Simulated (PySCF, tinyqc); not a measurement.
Worked calculation: RKS/BP86 in the sto-3g basis, for BH, spin multiplicity 1. The lowest restricted solution is unstable here: a spin-polarised one lies 0.0031 hartree lower (PySCF). One step of it, computed by the program tinyqc.

Task: Iteration 2: building the Kohn-Sham matrix. J_ij = sum D_kl (ij|kl); F = H + J + V_xc; E = tr D H + tr D J / 2 + E_xc + E_nn.

D after iteration 1, lower triangle:
```
            1B 1s      1B 2s    1B 2px    1B 2py    1B 2pz     2H 1s
1B 1s    2.133372
1B 2s   -0.485923   1.886929
1B 2px   0.000000   0.000000  0.000000
1B 2py   0.000000   0.000000  0.000000  0.000000
1B 2pz   0.168893  -0.689590  0.000000  0.000000  0.762679
2H 1s   -0.092048  -0.004070  0.000000  0.000000  0.657034  0.844888
```

core Hamiltonian H = T + V (hartree), lower triangle:
```
             1B 1s      1B 2s     1B 2px     1B 2py     1B 2pz      2H 1s
1B 1s   -12.773761
1B 2s    -3.309247  -3.847741
1B 2px    0.000000   0.000000  -3.011161
1B 2py    0.000000   0.000000   0.000000  -3.011161
1B 2pz   -0.019256  -0.165547   0.000000   0.000000  -3.136323
2H 1s    -0.868973  -1.770009   0.000000   0.000000  -1.588655  -2.694252
```

Two-electron integrals (ij|kl) in chemists' order, unique and non-zero (hartree):
```
(11|11) 2.923513   (21|11) 0.518376   (21|21) 0.109262   (22|11) 0.744229
(22|21) 0.193177   (22|22) 0.544804   (31|31) 0.020264   (32|31) 0.029996
(32|32) 0.120346   (33|11) 0.742491   (33|21) 0.193240   (33|22) 0.544682
(33|33) 0.586773   (41|41) 0.020264   (42|41) 0.029996   (42|42) 0.120346
(43|43) 0.031630   (44|11) 0.742491   (44|21) 0.193240   (44|22) 0.544682
(44|33) 0.523513   (44|44) 0.586773   (51|51) 0.020264   (52|51) 0.029996
(52|52) 0.120346   (53|53) 0.031630   (54|54) 0.031630   (55|11) 0.742491
(55|21) 0.193240   (55|22) 0.544682   (55|33) 0.523513   (55|44) 0.523513
(55|55) 0.586773   (61|11) 0.134186   (61|21) 0.028168   (61|22) 0.049897
(61|33) 0.049650   (61|44) 0.049650   (61|51) 0.002076   (61|52) 0.003787
(61|55) 0.050419   (61|61) 0.007498   (62|11) 0.294779   (62|21) 0.077541
(62|22) 0.237165   (62|33) 0.230679   (62|44) 0.230679   (62|51) 0.008558
(62|52) 0.049938   (62|55) 0.249926   (62|61) 0.021301   (62|62) 0.136921
(63|31) 0.008150   (63|32) 0.037030   (63|53) 0.009592   (63|63) 0.016041
(64|41) 0.008150   (64|42) 0.037030   (64|54) 0.009592   (64|64) 0.016041
(65|11) 0.265394   (65|21) 0.070791   (65|22) 0.228532   (65|33) 0.216325
(65|44) 0.216325   (65|51) 0.014976   (65|52) 0.081423   (65|55) 0.252711
(65|61) 0.020504   (65|62) 0.154935   (65|65) 0.187790   (66|11) 0.444781
(66|21) 0.119228   (66|22) 0.409934   (66|33) 0.385313   (66|44) 0.385313
(66|51) 0.016967   (66|52) 0.128028   (66|55) 0.458767   (66|61) 0.033535
(66|62) 0.293912   (66|65) 0.363093   (66|66) 0.774606
```

nuclear repulsion = 2.26337558 hartree

V_xc (hartree), lower triangle:
```
            1B 1s      1B 2s     1B 2px     1B 2py     1B 2pz      2H 1s
1B 1s   -1.899412
1B 2s   -0.282406  -0.439243
1B 2px   0.000000   0.000000  -0.406140
1B 2py   0.000000   0.000000   0.000000  -0.406140
1B 2pz   0.004541   0.010555   0.000000   0.000000  -0.492757
2H 1s   -0.073718  -0.217677   0.000000   0.000000  -0.233495  -0.489378
```

E_xc = sum of w rho eps_xc = -4.46143953 hartree

Give: Coulomb J; Kohn-Sham matrix F; total energy of this density.

Result:

Coulomb J (hartree), lower triangle:
```
          1B 1s   1B 2s  1B 2px  1B 2py  1B 2pz   2H 1s
1B 1s    8.4012
1B 2s    1.6995  3.4789
1B 2px   0.0000  0.0000  3.4221
1B 2py   0.0000  0.0000  0.0000  3.4221
1B 2pz  -0.0010  0.0582  0.0000  0.0000  3.5799
2H 1s    0.4407  1.5725  0.0000  0.0000  1.5626  2.9086
```

Kohn-Sham matrix F (hartree), lower triangle:
```
          1B 1s    1B 2s  1B 2px  1B 2py   1B 2pz    2H 1s
1B 1s   -6.2720
1B 2s   -1.8921  -0.8080
1B 2px   0.0000   0.0000  0.0048
1B 2py   0.0000   0.0000  0.0000  0.0048
1B 2pz  -0.0157  -0.0968  0.0000  0.0000  -0.0492
2H 1s   -0.5020  -0.4151  0.0000  0.0000  -0.2595  -0.2750
```

total energy of this density = -24.902216 hartree
